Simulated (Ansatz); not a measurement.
Rb3Sb (P6₃/mmc, No. 194; cell taken from a computed entry), treated with PBEsol (Ansatz, a quantum-chemistry and plane-wave program, PAW).

Numerical settings: plane-wave cutoff 520 eV, 6×6×4 k mesh (along the axes of the cell as run), Fermi–Dirac smearing 0.01 eV, scalar-relativistic PAW data made under PBE.

Cell (relaxed with PBEsol):

```cif
data_Rb6Sb2
_chemical_formula_sum 'Rb6 Sb2'
_space_group_name_H-M_alt 'P 1'
_space_group_IT_number 1
_cell_length_a 6.28500
_cell_length_b 6.28500
_cell_length_c 11.11901
_cell_angle_alpha 90.000
_cell_angle_beta 90.000
_cell_angle_gamma 120.000
loop_
_space_group_symop_operation_xyz
  'x, y, z'
loop_
_atom_site_label
_atom_site_type_symbol
_atom_site_fract_x
_atom_site_fract_y
_atom_site_fract_z
_atom_site_occupancy
Rb1 Rb 0.00000 0.00000 0.25000 1
Rb2 Rb 0.00000 0.00000 0.75000 1
Rb3 Rb 0.33333 0.66667 0.58195 1
Rb4 Rb 0.66667 0.33333 0.41805 1
Rb5 Rb 0.66667 0.33333 0.08195 1
Rb6 Rb 0.33333 0.66667 0.91805 1
Sb1 Sb 0.33333 0.66667 0.25000 1
Sb2 Sb 0.66667 0.33333 0.75000 1
```

Estimate the band gap and smallest direct gap on the k points sampled that the calculation returns.


band gap: 0.10 eV
smallest direct gap on the k points sampled: 0.25 eV

Note: this cell isn't known to be the ambient phase, and symmetry holds it in the calculation.

Spin–orbit coupling is not included; it can close the smallest gap of 0.10 eV.

Static lattice: no zero-point or thermal effects.

Cost on a shared machine: around 2.3 core-minutes (rough).
